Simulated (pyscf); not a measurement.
Thermochemistry of product channels of Cl–GeH(Cl)–Cl (SMILES [Cl][GeH]([Cl])[Cl]) on the singlet surface, in kcal/mol, from CCSD(T)/def2-TZVPP + ΔMP2(QZVPP) energies (ideal gas, 1 atm, RRHO with modes under 100 cm⁻¹ raised to 100, one conformer, R ln 2 for rigid chiral ones). Structures and frequencies: ωB97X-D3(BJ)/def2-SVP in PySCF. MP2 and CC: frozen core, UHF for open shells. ΔMP2 is the change of the MP2 total energy from the triple- to the quadruple-zeta basis.

```json
[
 {"products": "Cl–Cl (SMILES ClCl) + Cl–GeH: (SMILES [Cl][GeH]) [singlet]", "ΔE": "+102.6", "ΔH(298 K)": "+100.6", "ΔG(900 K)": "+67.0", "ΔG(1200 K)": "+56.4"},
 {"products": "HCl (SMILES Cl) + Cl–Ge:–Cl (SMILES [Cl][Ge][Cl]) [singlet]", "ΔE": "+27.7", "ΔH(298 K)": "+26.6", "ΔG(900 K)": "-6.0", "ΔG(1200 K)": "-16.3"}
]
```

The channel to HCl + Cl–Ge:–Cl [singlet] turns favourable between 298 and 1200 K (ΔG from +15.7 kcal/mol to -16.3 kcal/mol).

These are energies of the channels, which say nothing of barriers. The CCSD(T) − MP2 part came from Ansatz, without density fitting, on the same reference. The frozen core leaves the outer d or s,p core shells of the metals and heavy elements correlated in the MP2 and CC values, and def2-TZVPP describes them poorly, which can shift differences by a few kcal/mol. Elements up to Kr have no core potential and no relativistic terms here.
